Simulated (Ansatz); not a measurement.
Cartesian coordinates in Å:
```
C 0.718 0.150 -1.885
C 0.181 -0.558 -0.649
C 1.329 -1.099 0.193
C -0.799 0.329 0.140
C -1.576 -0.469 1.178
C -0.140 1.540 0.786
H -0.094 0.537 -2.508
H 1.363 0.991 -1.616
H 1.314 -0.532 -2.497
H -0.406 -1.419 -0.997
H 0.976 -1.632 1.079
H 1.934 -1.797 -0.390
H 1.991 -0.295 0.526
H -1.525 0.702 -0.595
H -0.924 -0.828 1.978
H -2.350 0.147 1.643
H -2.065 -1.338 0.729
H 0.410 2.147 0.064
H -0.894 2.184 1.248
H 0.557 1.241 1.574
```

Total charge 0; spin multiplicity 1.

Task: List the ωB97M-V/def2-TZVPP orbital energies in eV (Ansatz 0.2.0). (Best estimate.)

Result: Computed: Occupied: -281.33, -281.32, -280.91, -280.91, -280.91, -280.91, -25.74, -23.65, -21.89, -21.63, -19.79, -17.56, -15.85, -15.07, -14.99, -13.90, -13.61, -13.24, -12.83, -12.81, -12.07, -12.02, -11.11, -11.07, -10.87. Lowest empty: 2.51, 3.38, 3.42, 3.70, 4.19, 4.23, 4.72, 4.72.
